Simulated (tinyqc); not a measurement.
Worked calculation (part 1 of 2): G0W0 on RHF in the sto-3g basis, for H2O, spin multiplicity 1. Computed by tinyqc, a small Python program that keeps every step (integrals from PySCF). Settings: charge = 0, multiplicity = 1, basis = sto-3g, method = RHF, energy threshold = 1e-10, iteration cap = 81, orthogonalisation = symmetric, start = core, DIIS depth = 6. Command: `OMP_NUM_THREADS=1 python tinyqc.py 21368 21369 out.jsonl` (the two numbers bound the seeds that draw the settings). One thread of a shared host (Intel(R) Xeon(R) Processor @ 2.60GHz), about 0.08 s of CPU time with the checks. The early iterations of the SCF are left out here.

## One-electron integrals

Geometry (angstrom):
```
atom         x          y         z
O     0.000000   0.000000  0.000000
H     0.000000   0.884000  0.792000
H     0.000000  -0.871000  0.780000
```

Basis sto-3g: exponents (1/bohr^2) and contraction coefficients of normalised primitives:
```
element  l (shell)    exponent  coefficient
O            s (1)  130.709320     0.154329
O            s (1)   23.808861     0.535328
O            s (1)    6.443608     0.444635
O            s (2)    5.033151    -0.099967
O            s (2)    1.169596     0.399513
O            s (2)    0.380389     0.700115
O            p (3)    5.033151     0.155916
O            p (3)    1.169596     0.607684
O            p (3)    0.380389     0.391957
H            s (1)    3.425251     0.154329
H            s (1)    0.623914     0.535328
H            s (1)    0.168855     0.444635
```

Overlap, kinetic and nuclear-attraction integrals over the contracted functions; the nuclear repulsion is the sum of Za Zb / Rab.

nuclear repulsion = 7.48908370 hartree

overlap S:
```
           1O 1s     1O 2s    1O 2px     1O 2py    1O 2pz     2H 1s      3H 1s
1O 1s   1.000000  0.236704  0.000000   0.000000  0.000000  0.031267   0.032596
1O 2s   0.236704  1.000000  0.000000   0.000000  0.000000  0.337608   0.347136
1O 2px  0.000000  0.000000  1.000000   0.000000  0.000000  0.000000   0.000000
1O 2py  0.000000  0.000000  0.000000   1.000000  0.000000  0.228884  -0.233975
1O 2pz  0.000000  0.000000  0.000000   0.000000  1.000000  0.205063   0.209530
2H 1s   0.031267  0.337608  0.000000   0.228884  0.205063  1.000000   0.175896
3H 1s   0.032596  0.347136  0.000000  -0.233975  0.209530  0.175896   1.000000
```

kinetic energy T (hartree):
```
            1O 1s      1O 2s    1O 2px     1O 2py    1O 2pz      2H 1s      3H 1s
1O 1s   29.003200  -0.168011  0.000000   0.000000  0.000000  -0.008887  -0.008923
1O 2s   -0.168011   0.808128  0.000000   0.000000  0.000000   0.044458   0.049253
1O 2px   0.000000   0.000000  2.528731   0.000000  0.000000   0.000000   0.000000
1O 2py   0.000000   0.000000  0.000000   2.528731  0.000000   0.103957  -0.110570
1O 2pz   0.000000   0.000000  0.000000   0.000000  2.528731   0.093138   0.099018
2H 1s   -0.008887   0.044458  0.000000   0.103957  0.093138   0.760032  -0.004748
3H 1s   -0.008923   0.049253  0.000000  -0.110570  0.099018  -0.004748   0.760032
```

nuclear attraction V (hartree):
```
             1O 1s      1O 2s     1O 2px     1O 2py     1O 2pz      2H 1s      3H 1s
1O 1s   -61.516901  -7.395745   0.000000   0.000231  -0.013678  -0.999090  -1.041848
1O 2s    -7.395745  -9.947666   0.000000   0.002649  -0.169155  -2.529352  -2.613592
1O 2px    0.000000   0.000000  -9.824233   0.000000   0.000000   0.000000   0.000000
1O 2py    0.000231   0.002649   0.000000  -9.908015   0.001467  -1.497179   1.541406
1O 2pz   -0.013678  -0.169155   0.000000   0.001467  -9.891453  -1.385919  -1.425327
2H 1s    -0.999090  -2.529352   0.000000  -1.497179  -1.385919  -5.042145  -0.971768
3H 1s    -1.041848  -2.613592   0.000000   1.541406  -1.425327  -0.971768  -5.091439
```

core Hamiltonian H = T + V (hartree):
```
             1O 1s      1O 2s     1O 2px     1O 2py     1O 2pz      2H 1s      3H 1s
1O 1s   -32.513701  -7.563756   0.000000   0.000231  -0.013678  -1.007977  -1.050771
1O 2s    -7.563756  -9.139538   0.000000   0.002649  -0.169155  -2.484895  -2.564340
1O 2px    0.000000   0.000000  -7.295501   0.000000   0.000000   0.000000   0.000000
1O 2py    0.000231   0.002649   0.000000  -7.379284   0.001467  -1.393222   1.430836
1O 2pz   -0.013678  -0.169155   0.000000   0.001467  -7.362721  -1.292781  -1.326309
2H 1s    -1.007977  -2.484895   0.000000  -1.393222  -1.292781  -4.282113  -0.976517
3H 1s    -1.050771  -2.564340   0.000000   1.430836  -1.326309  -0.976517  -4.331407
```

## Two-electron integrals

Functions are numbered as in S; the eight-fold symmetry (ij|kl) = (ji|kl) = (kl|ij) leaves the list below.

Two-electron integrals (ij|kl) in chemists' order, unique and non-zero (hartree):
```
(11|11) 4.785065    (21|11) 0.741380    (21|21) 0.136873    (22|11) 1.118947
(22|21) 0.256633    (22|22) 0.817206    (31|31) 0.024477    (32|31) 0.037809
(32|32) 0.180518    (33|11) 1.115814    (33|21) 0.256684    (33|22) 0.817023
(33|33) 0.880159    (41|41) 0.024477    (42|41) 0.037809    (42|42) 0.180518
(43|43) 0.047444    (44|11) 1.115814    (44|21) 0.256684    (44|22) 0.817023
(44|33) 0.785270    (44|44) 0.880159    (51|51) 0.024477    (52|51) 0.037809
(52|52) 0.180518    (53|53) 0.047444    (54|54) 0.047444    (55|11) 1.115814
(55|21) 0.256684    (55|22) 0.817023    (55|33) 0.785270    (55|44) 0.785270
(55|55) 0.880159    (61|11) 0.099015    (61|21) 0.018145    (61|22) 0.033871
(61|33) 0.033805    (61|41) 0.000611    (61|42) 0.001154    (61|44) 0.033918
(61|51) 0.000547    (61|52) 0.001034    (61|54) 0.000101    (61|55) 0.033895
(61|61) 0.002436    (62|11) 0.266967    (62|21) 0.062113    (62|22) 0.222249
(62|33) 0.218293    (62|41) 0.003468    (62|42) 0.027713    (62|44) 0.224753
(62|51) 0.003107    (62|52) 0.024829    (62|54) 0.005788    (62|55) 0.223478
(62|61) 0.008412    (62|62) 0.078044    (63|31) 0.006173    (63|32) 0.037106
(63|43) 0.005593    (63|53) 0.005011    (63|63) 0.010525    (64|11) 0.151505
(64|21) 0.035675    (64|22) 0.136305    (64|33) 0.130285    (64|41) 0.007903
(64|42) 0.052989    (64|44) 0.145197    (64|51) 0.001550    (64|52) 0.014230
(64|54) 0.008349    (64|55) 0.133275    (64|61) 0.005020    (64|62) 0.058214
(64|64) 0.053464    (65|11) 0.135738    (65|21) 0.031963    (65|22) 0.122119
(65|33) 0.116726    (65|41) 0.001550    (65|42) 0.014230    (65|44) 0.120064
(65|51) 0.007561    (65|52) 0.049855    (65|54) 0.008584    (65|55) 0.129427
(65|61) 0.004498    (65|62) 0.052155    (65|64) 0.038470    (65|65) 0.044992
(66|11) 0.439054    (66|21) 0.103774    (66|22) 0.427882    (66|33) 0.411665
(66|41) 0.006813    (66|42) 0.076921    (66|44) 0.438370    (66|51) 0.006104
(66|52) 0.068916    (66|54) 0.023925    (66|55) 0.433100    (66|61) 0.014137
(66|62) 0.198453    (66|64) 0.169014    (66|65) 0.151424    (66|66) 0.774606
(71|11) 0.103246    (71|21) 0.018920    (71|22) 0.035312    (71|33) 0.035243
(71|41) -0.000639   (71|42) -0.001207   (71|44) 0.035361    (71|51) 0.000572
(71|52) 0.001081    (71|54) -0.000105   (71|55) 0.035337    (71|61) 0.002505
(71|62) 0.008523    (71|64) 0.004693    (71|65) 0.004562    (71|66) 0.014233
(71|71) 0.002648    (72|11) 0.275902    (72|21) 0.064182    (72|22) 0.229355
(72|33) 0.225284    (72|41) -0.003588   (72|42) -0.028551   (72|44) 0.231936
(72|51) 0.003213    (72|52) 0.025568    (72|54) -0.005957   (72|55) 0.230618
(72|61) 0.008447    (72|62) 0.064602    (72|64) 0.033503    (72|65) 0.041964
(72|66) 0.132894    (72|71) 0.009062    (72|72) 0.082790    (73|31) 0.006407
(73|32) 0.038408    (73|43) -0.005778   (73|53) 0.005174    (73|63) 0.008437
(73|73) 0.011219    (74|11) -0.155881   (74|21) -0.036703   (74|22) -0.140040
(74|33) -0.133837   (74|41) 0.008191    (74|42) 0.054720    (74|44) -0.149217
(74|51) -0.001597   (74|52) -0.014608   (74|54) 0.008599    (74|55) -0.136904
(74|61) -0.004630   (74|62) -0.033293   (74|64) -0.009250   (74|65) -0.021223
(74|66) -0.062707   (74|71) -0.005388   (74|72) -0.061469   (74|74) 0.056344
(75|11) 0.139595    (75|21) 0.032868    (75|22) 0.125409    (75|33) 0.119854
(75|41) -0.001597   (75|42) -0.014608   (75|44) 0.123279    (75|51) 0.007838
(75|52) 0.051489    (75|54) -0.008844   (75|55) 0.132949    (75|61) 0.004501
(75|62) 0.041819    (75|64) 0.021271    (75|65) 0.035210    (75|66) 0.093763
(75|71) 0.004825    (75|72) 0.055047    (75|74) -0.040410   (75|75) 0.047407
(76|11) 0.095117    (76|21) 0.022368    (76|22) 0.087983    (76|33) 0.085724
(76|41) 4.72e-06    (76|42) 0.000064    (76|44) 0.087232    (76|51) 0.001667
(76|52) 0.016370    (76|54) 0.000017    (76|55) 0.090893    (76|61) 0.003004
(76|62) 0.031681    (76|64) 0.020605    (76|65) 0.023814    (76|66) 0.087899
(76|71) 0.003132    (76|72) 0.032527    (76|74) -0.020991   (76|75) 0.024342
(76|76) 0.016658    (77|11) 0.445194    (77|21) 0.105214    (77|22) 0.433160
(77|33) 0.416597    (77|41) -0.006980   (77|42) -0.078351   (77|44) 0.443880
(77|51) 0.006250    (77|52) 0.070165    (77|54) -0.024432   (77|55) 0.438477
(77|61) 0.013842    (77|62) 0.130359    (77|64) 0.061814    (77|65) 0.092368
(77|66) 0.299041    (77|71) 0.014949    (77|72) 0.205601    (77|74) -0.174255
(77|75) 0.156049    (77|76) 0.087899    (77|77) 0.774606
```

## Orthogonalisation

S = U s U^T; symmetric (Loewdin) form X = U s^(-1/2) U^T, so that X^T S X = 1.

eigenvalues of S: 0.481560  0.573480  0.880844  1.000000  1.111104  1.250899  1.702113

X:
```
            1O 1s      1O 2s    1O 2px     1O 2py     1O 2pz      2H 1s      3H 1s
1O 1s    1.023321  -0.133830  0.000000   0.000195  -0.006558   0.016822   0.017309
1O 2s   -0.133830   1.123640  0.000000  -0.002188   0.060125  -0.184820  -0.192642
1O 2px   0.000000   0.000000  1.000000   0.000000   0.000000   0.000000   0.000000
1O 2py   0.000195  -0.002188  0.000000   1.052122  -0.001152  -0.143792   0.147695
1O 2pz  -0.006558   0.060125  0.000000  -0.001152   1.035540  -0.110081  -0.113926
2H 1s    0.016822  -0.184820  0.000000  -0.143792  -0.110081   1.097941  -0.062070
3H 1s    0.017309  -0.192642  0.000000   0.147695  -0.113926  -0.062070   1.103753
```

## Iteration 9 (converged): orbitals

converged F (hartree):
```
             1O 1s      1O 2s     1O 2px     1O 2py     1O 2pz      2H 1s      3H 1s
1O 1s   -20.274393  -5.166225   0.000000   0.000284  -0.023376  -0.696377  -0.725748
1O 2s    -5.166225  -2.403724   0.000000   0.002561  -0.057117  -0.690954  -0.712092
1O 2px    0.000000   0.000000  -0.393006   0.000000   0.000000   0.000000   0.000000
1O 2py    0.000284   0.002561   0.000000  -0.204595   0.003408  -0.320073   0.325571
1O 2pz   -0.023376  -0.057117   0.000000   0.003408  -0.242653  -0.319367  -0.324255
2H 1s    -0.696377  -0.690954   0.000000  -0.320073  -0.319367  -0.350706  -0.224205
3H 1s    -0.725748  -0.712092   0.000000   0.325571  -0.324255  -0.224205  -0.364272
```

Diagonalise F' = X^T F X, C = X C', fill 5 alpha and 5 beta electrons from the bottom; D = 2 C_occ C_occ^T. Each column has its largest component positive (the first on a tie).

F' = X^T F X (hartree):
```
            1          2          3          4          5          6          7
1  -19.902321  -2.677334   0.000000   0.000687  -0.051073  -0.061697  -0.067876
2   -2.677334  -1.355902   0.000000  -0.001816   0.095922  -0.343331  -0.355579
3    0.000000   0.000000  -0.393006   0.000000   0.000000   0.000000   0.000000
4    0.000687  -0.001816   0.000000  -0.034125   0.000497  -0.351858   0.357632
5   -0.051073   0.095922   0.000000   0.000497  -0.120965  -0.292346  -0.298384
6   -0.061697  -0.343331   0.000000  -0.351858  -0.292346  -0.038982  -0.067732
7   -0.067876  -0.355579   0.000000   0.357632  -0.298384  -0.067732  -0.036411
```

orbital energies (hartree): MO1 -20.282434, MO2 -1.192854, MO3 -0.504812, MO4 -0.440966, MO5 -0.393006, MO6 0.431060, MO7 0.501299

coefficients C:
```
              MO1        MO2        MO3        MO4       MO5        MO6        MO7
1O 1s    0.994580  -0.242663  -0.004743   0.089475  0.000000  -0.097534   0.010286
1O 2s    0.023084   0.911167   0.024426  -0.452563  0.000000   0.561564  -0.062006
1O 2px   0.000000   0.000000   0.000000   0.000000  1.000000   0.000000   0.000000
1O 2py  -0.000069  -0.002687   0.625906   0.022676  0.000000   0.079106   0.866556
1O 2pz   0.002754   0.069636  -0.026446   0.713081  0.000000   0.762708  -0.073047
2H 1s   -0.003868   0.130289   0.444705   0.376443  0.000000  -0.722039  -0.631475
3H 1s   -0.004017   0.135211  -0.467194   0.341004  0.000000  -0.600499   0.762152
```

D after iteration 9:
```
            1O 1s      1O 2s    1O 2px     1O 2py     1O 2pz      2H 1s      3H 1s
1O 1s    2.112206  -0.477515  0.000000  -0.000712   0.099539  -0.007781  -0.008157
1O 2s   -0.477515   2.072334  0.000000   0.005152  -0.519693  -0.081752  -0.085261
1O 2px   0.000000   0.000000  2.000000   0.000000   0.000000   0.000000   0.000000
1O 2py  -0.000712   0.005152  0.000000   0.784560  -0.001140   0.573061  -0.570100
1O 2pz   0.099539  -0.519693  0.000000  -0.001140   1.028081   0.531471   0.529848
2H 1s   -0.007781  -0.081752  0.000000   0.573061   0.531471   0.712924  -0.123526
3H 1s   -0.008157  -0.085261  0.000000  -0.570100   0.529848  -0.123526   0.705706
```

## Convergence

Stop when the energy changes by less than 1e-10 hartree and every element of the error matrix X^T (F D S - S D F) X is below 3e-06.

Course of the cycle:
```
iteration   E (hartree)     change  largest element of the error matrix
1          -73.28748623          -                             4.77e-01
2          -74.65077002  -1.36e+00                             3.71e-01
3          -74.90328853  -2.53e-01                             6.50e-02
4          -74.90905645  -5.77e-03                             1.39e-02
5          -74.90933981  -2.83e-04                             3.32e-03
6          -74.90938290  -4.31e-05                             7.09e-04
7          -74.90938368  -7.80e-07                             1.52e-05
8          -74.90938368  -3.27e-10                             4.73e-06
9          -74.90938368  -4.47e-11                             1.31e-07
```

PySCF RHF in the same basis = -74.90938368 hartree

Converged in 9 iterations.

## Integrals over molecular orbitals

(pq|rs) = sum C_ip C_jq C_kr C_ls (ij|kl), one index at a time.

one-electron integrals over orbitals h = C^T H C (hartree):
```
            1          2          3          4          5          6          7
1  -32.497558   0.573790   0.010739  -0.199870   0.000000   0.222890  -0.023431
2    0.573790  -7.538363  -0.023313   0.553118   0.000000  -1.113620   0.118200
3    0.010739  -0.023313  -5.897353   0.033736   0.000000  -0.125565  -1.774736
4   -0.199870   0.553118   0.033736  -6.355621   0.000000  -1.436133   0.060550
5    0.000000   0.000000   0.000000   0.000000  -7.295501   0.000000   0.000000
6    0.222890  -1.113620  -0.125565  -1.436133   0.000000  -5.334224  -0.005001
7   -0.023431   0.118200  -1.774736   0.060550   0.000000  -0.005001  -5.407477
```

Two-electron integrals over orbitals (pq|rs), unique and non-zero (hartree):
```
(11|11) 4.747666    (21|11) -0.434583   (21|21) 0.062790    (22|11) 1.030057
(22|21) -0.016128   (22|22) 0.727633    (31|11) -0.008444   (31|21) 0.001114
(31|22) -0.000696   (31|31) 0.011020    (32|11) 0.006968    (32|21) -0.000443
(32|22) 0.000135    (32|31) 0.017010    (32|32) 0.124413    (33|11) 0.758122
(33|21) -0.005034   (33|22) 0.608510    (33|31) 0.000127    (33|32) -0.001017
(33|33) 0.582327    (41|11) 0.158704    (41|21) -0.021493   (41|22) 0.011263
(41|31) -0.000575   (41|32) -0.000044   (41|33) 0.005288    (41|41) 0.022244
(42|11) -0.154238   (42|21) 0.007679    (42|22) -0.034500   (42|31) -0.000020
(42|32) -0.001073   (42|33) 0.001660    (42|41) 0.017331    (42|42) 0.129030
(43|11) -0.007939   (43|21) 0.000268    (43|22) -0.003366   (43|31) -0.002554
(43|32) 0.027343    (43|33) -0.003847   (43|41) 0.000456    (43|42) 0.004735
(43|43) 0.060478    (44|11) 0.891177    (44|21) -0.010214   (44|22) 0.645849
(44|31) 0.000036    (44|32) 0.005496    (44|33) 0.553527    (44|41) -0.007199
(44|42) -0.082363   (44|43) -0.000890   (44|44) 0.658846    (51|51) 0.025933
(52|51) 0.033564    (52|52) 0.153156    (53|51) 0.000612    (53|52) 0.002273
(53|53) 0.026178    (54|51) -0.011388   (54|52) -0.043149   (54|53) -0.001052
(54|54) 0.044740    (55|11) 1.115366    (55|21) -0.012338   (55|22) 0.759216
(55|31) -0.000239   (55|32) 0.003695    (55|33) 0.595993    (55|41) 0.004500
(55|42) -0.084198   (55|43) -0.004544   (55|44) 0.665597    (55|55) 0.880159
(61|11) -0.174419   (61|21) 0.026798    (61|22) -0.001971   (61|31) 0.001265
(61|32) 0.001090    (61|33) 0.000917    (61|41) 0.004579    (61|42) 0.021059
(61|43) 0.000377    (61|44) -0.014013   (61|55) -0.004796   (61|61) 0.024247
(62|11) 0.242354    (62|21) -0.005545   (62|22) 0.123864    (62|31) 0.000709
(62|32) 0.004856    (62|33) 0.064950    (62|41) 0.018335    (62|42) 0.038498
(62|43) -0.002012   (62|44) 0.049023    (62|55) 0.129973    (62|61) 0.012477
(62|62) 0.093090    (63|11) 0.026037    (63|21) -0.000520   (63|22) 0.012854
(63|31) 0.002702    (63|32) -0.029457   (63|33) 0.009700    (63|41) 0.000200
(63|42) -0.005877   (63|43) -0.038923   (63|44) 0.004736    (63|55) 0.014767
(63|61) -0.000012   (63|62) 0.006632    (63|63) 0.070857    (64|11) 0.295173
(64|21) -0.004216   (64|22) 0.143275    (64|31) -0.000643   (64|32) -0.004894
(64|33) 0.054468    (64|41) 0.000012    (64|42) -0.060674   (64|43) -0.007373
(64|44) 0.130774    (64|55) 0.166234    (64|61) -0.003229   (64|62) 0.054253
(64|63) 0.014974    (64|64) 0.115750    (65|51) 0.011576    (65|52) 0.046176
(65|53) 0.002173    (65|54) 0.008790    (65|65) 0.033040    (66|11) 0.788494
(66|21) -0.007817   (66|22) 0.593052    (66|31) 0.000600    (66|32) 0.012604
(66|33) 0.542839    (66|41) 0.016051    (66|42) 0.039646    (66|43) 0.011780
(66|44) 0.546289    (66|55) 0.580460    (66|61) 0.009028    (66|62) 0.091199
(66|63) -0.007772   (66|64) 0.059171    (66|66) 0.582713    (71|11) 0.018407
(71|21) -0.002880   (71|22) 0.000041    (71|31) 0.013957    (71|32) 0.020849
(71|33) 0.000391    (71|41) 0.000173    (71|42) -0.001264   (71|43) -0.003303
(71|44) 0.001123    (71|55) 0.000496    (71|61) -0.000749   (71|62) 0.000633
(71|63) 0.002976    (71|64) -0.000502   (71|66) 0.000775    (71|71) 0.018014
(72|11) -0.026171   (72|21) 0.000561    (72|22) -0.013352   (72|31) 0.015162
(72|32) 0.058555    (72|33) -0.003859   (72|41) -0.001170   (72|42) -0.000531
(72|43) -0.029883   (72|44) -0.007860   (72|55) -0.013838   (72|61) 0.000649
(72|62) -0.002609   (72|63) 0.027312    (72|64) -0.006345   (72|66) -0.009578
(72|71) 0.018566    (72|72) 0.069626    (73|11) 0.372642    (73|21) -0.006893
(73|22) 0.172745    (73|31) 0.000070    (73|32) 0.009114    (73|33) 0.089565
(73|41) -0.000208   (73|42) -0.080238   (73|43) 0.001535    (73|44) 0.127859
(73|55) 0.206861    (73|61) -0.005341   (73|62) 0.061502    (73|63) 0.003666
(73|64) 0.112982    (73|66) 0.051275    (73|71) 0.000702    (73|72) -0.008669
(73|73) 0.166180    (74|11) -0.012521   (74|21) 0.000153    (74|22) -0.005279
(74|31) -0.007837   (74|32) -0.070446   (74|33) -0.000671   (74|41) -0.000336
(74|42) 0.000030    (74|43) -0.021185   (74|44) -0.008480   (74|55) -0.006866
(74|61) -0.000893   (74|62) -0.004668   (74|63) 0.056054    (74|64) 0.002981
(74|66) -0.014854   (74|71) -0.010053   (74|72) -0.015392   (74|73) -0.011970
(74|74) 0.073576    (75|51) -0.001215   (75|52) -0.004871   (75|53) 0.023715
(75|54) 0.000220    (75|65) -0.000879   (75|75) 0.024550    (76|11) 0.000580
(76|21) -0.000042   (76|22) -0.001382   (76|31) 0.006663    (76|32) 0.075784
(76|33) -0.001874   (76|41) -0.000998   (76|42) -0.003017   (76|43) 0.065699
(76|44) 0.005888    (76|55) 0.000494    (76|61) -0.000345   (76|62) -0.003401
(76|63) -0.059601   (76|64) -0.009059   (76|66) 0.015690    (76|71) 0.008409
(76|72) -0.004105   (76|73) 0.011034    (76|74) -0.060772   (76|76) 0.104995
(77|11) 0.809951    (77|21) -0.008344   (77|22) 0.596877    (77|31) -0.001569
(77|32) -0.014379   (77|33) 0.570935    (77|41) 0.003721    (77|42) -0.015814
(77|43) -0.012711   (77|44) 0.558201    (77|55) 0.594397    (77|61) -0.002677
(77|62) 0.055504    (77|63) 0.018349    (77|64) 0.053378    (77|66) 0.540586
(77|71) -0.001457   (77|72) -0.005408   (77|73) 0.086546    (77|74) 0.010583
(77|76) -0.017020   (77|77) 0.583115
```
